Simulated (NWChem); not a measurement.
# CHO cation

```xyz
3

C      0.0000     0.0000    -0.5086
O      0.0000     0.0000     0.5958
H      0.0000     0.0000    -1.6198
```
Atoms are numbered in this order, from 1.

Structure relaxed at the PBE0/def2-SVP level.

List the 4 lowest vertical singlet excitations and the 4 lowest triplet ones from LRC-wPBEh/6-31G* (spherical d), full TDDFT (NWChem).


| state | energy (eV) | oscillator strength | leading excitation (squared amplitude) |
|---|---|---|---|
| S1 | 9.60 | 0.000 | HOMO−1 → LUMO (0.33) |
| S2 | 10.11 | 0.000 | HOMO−1 → LUMO (0.35) |
| S3 | 10.11 | 0.000 | HOMO−1 → LUMO+1 (0.35) |
| S4 | 11.72 | 0.003 | HOMO−2 → LUMO (0.99) |
| T1 | 7.19 | spin-forbidden | HOMO−1 → LUMO+1 (0.33) |
| T2 | 8.23 | spin-forbidden | HOMO−1 → LUMO (0.35) |
| T3 | 8.23 | spin-forbidden | HOMO−1 → LUMO+1 (0.35) |
| T4 | 9.60 | spin-forbidden | HOMO−1 → LUMO (0.33) |
